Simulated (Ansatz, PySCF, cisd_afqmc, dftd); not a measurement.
Species: BF$_{3}$, charge 0, singlet. BF3 (trifluoroborane, SMILES FB(F)F).
B3LYP-D3(BJ)/def2-TZVP minimum from Ansatz (a first-principles code):
```
B
F 1 1.3156
F 1 1.3156 2 120.00
F 1 1.3156 2 120.00 3 -180.00
```
Charge 0, spin multiplicity 1.

Property: enthalpy of formation at 298 K (by atomisation, with ideal-gas terms from PySCF's Hessian at B3LYP-D3(BJ)/def2-TZVP and the atoms' measured values of the G2/97 table; no spin-orbit terms), in kJ/mol. Open shells are spin-unrestricted; no spin-orbit coupling. Cores are frozen in correlated methods. Rows without X2C or -DK are non-relativistic. AFQMC is phaseless with a CISD trial state; ± is one standard error, without the phaseless bias. Outlying blocks are dropped, and bars are widened where a walk drifts. Over all cases where full CI ran beside it in this data, AFQMC minus full CI had a median of +0.1 mEh and passed +0.4 mEh in a tenth of the cases. CBS(X,Y): correlation extrapolated as X^-3, Hartree-Fock from the larger set (Q,5: extrapolated as (X+1)exp(-9√X)). A bracket is a step between two methods taken in the basis named. The functionals are non-relativistic, so their misses hold any scalar relativity. Double hybrids freeze cores in their MP2 part. '+ core + X2C': CCSD(T) terms for core correlation (cc-pwCVTZ) and scalar relativity (cc-pVTZ-DK). For partners of very few electrons the exact lower level stands in for a higher one.

Measured: -271.4 kcal/mol, -1135.5 kJ/mol (G2/97 table in ASE (Curtiss et al.)); atomic spin-orbit terms, which the calculations lack, would raise the computed values.

```json
[
 {"level": "HF/cc-pVDZ", "program": "Ansatz", "enthalpy of formation at 298 K (kJ/mol)": "-600.0", "error against that value": "535.5"},
 {"level": "PBE-D3(BJ)/def2-TZVPD", "program": "Ansatz + dftd3", "enthalpy of formation at 298 K (kJ/mol)": "-1180.0", "error against that value": "-44.5"},
 {"level": "PBE-D4/def2-TZVPD", "program": "Ansatz + dftd4", "enthalpy of formation at 298 K (kJ/mol)": "-1180.8", "error against that value": "-45.3"},
 {"level": "PBE0-D3(BJ)/def2-TZVPD", "program": "Ansatz + dftd3", "enthalpy of formation at 298 K (kJ/mol)": "-1117.0", "error against that value": "18.5"},
 {"level": "CAM-B3LYP/def2-TZVPD", "program": "Ansatz", "enthalpy of formation at 298 K (kJ/mol)": "-1138.8", "error against that value": "-3.3"},
 {"level": "B2PLYP-D4/def2-TZVPD", "program": "Ansatz + dftd4", "enthalpy of formation at 298 K (kJ/mol)": "-1122.1", "error against that value": "13.4"},
 {"level": "B2GP-PLYP/def2-TZVPD", "program": "Ansatz", "enthalpy of formation at 298 K (kJ/mol)": "-1120.2", "error against that value": "15.3"},
 {"level": "MP2/cc-pVTZ", "program": "Ansatz", "enthalpy of formation at 298 K (kJ/mol)": "-1201.3", "error against that value": "-65.8"},
 {"level": "CCSD(T)/cc-pVDZ", "program": "Ansatz", "enthalpy of formation at 298 K (kJ/mol)": "-962.4", "error against that value": "173.1"},
 {"level": "CCSD(T)/cc-pVTZ", "program": "Ansatz", "enthalpy of formation at 298 K (kJ/mol)": "-1089.7", "error against that value": "45.8"},
 {"level": "CCSD(T)/cc-pVQZ", "program": "Ansatz", "enthalpy of formation at 298 K (kJ/mol)": "-1115.9", "error against that value": "19.6"},
 {"level": "AFQMC/CISD/cc-pVTZ", "program": "cisd_afqmc", "enthalpy of formation at 298 K (kJ/mol)": "-1090.5 ± 1.5", "error against that value": "45.0"},
 {"level": "AFQMC/CISD/cc-pVQZ", "program": "cisd_afqmc", "enthalpy of formation at 298 K (kJ/mol)": "-1116.5 ± 1.0", "error against that value": "19.0"},
 {"level": "CCSD(T)/CBS(cc-pVQZ,cc-pV5Z) + [AFQMC/CISD - CCSD(T)]/cc-pVQZ + core + X2C", "program": "Ansatz + cisd_afqmc", "enthalpy of formation at 298 K (kJ/mol)": "-1135.8 ± 1.0", "error against that value": "-0.3"},
 {"level": "CCSD(T)/CBS(cc-pVQZ,cc-pV5Z) + [CCSDT(Q) - CCSD(T)]/cc-pVDZ + core + X2C", "program": "Ansatz", "enthalpy of formation at 298 K (kJ/mol)": "-1137.5", "error against that value": "-2.0"}
]
```
